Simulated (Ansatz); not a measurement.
MgMeH (CH₄Mg), relaxed as a singlet with RKS PBE-D4/def2-TZVP in Ansatz, starting from the GFN2-xTB geometry. Force threshold 0.02 eV/Å.

Start:

Cartesian coordinates in Å:
```
Mg -0.320 0.399 -1.296
C -0.124 -0.138 0.729
H -0.848 -0.838 1.145
H -0.067 0.705 1.420
H 0.853 -0.637 0.761
H 0.506 0.510 -2.759
```

Problem. Estimate the energy that the relaxation releases and the steps that it takes.

Solution. 4.2 kcal/mol, in 6 steps; 7 s on 2 threads of Arm Neoverse V1 on a shared host. No frequencies were taken in this run, so the end may be a saddle point.

Problem. Does the start keep its bonding and symmetry?

Solution. By distances, no bond broke or formed. The bond that changes most is Mg1–H6, from 1.68 to 1.72 Å (atoms count from 1).

Problem. Predict the relaxed structure.

Solution. 
Cartesian coordinates in Å:
```
Mg 0.073 0.283 -1.282
C -0.045 -0.168 0.761
H -0.924 -0.791 0.993
H -0.123 0.743 1.377
H 0.843 -0.719 1.109
H 0.175 0.652 -2.958
```
Bond lengths: 1 × C–Mg 2.10 Å; 3 × C–H 1.10 Å; 1 × H–Mg 1.72 Å.
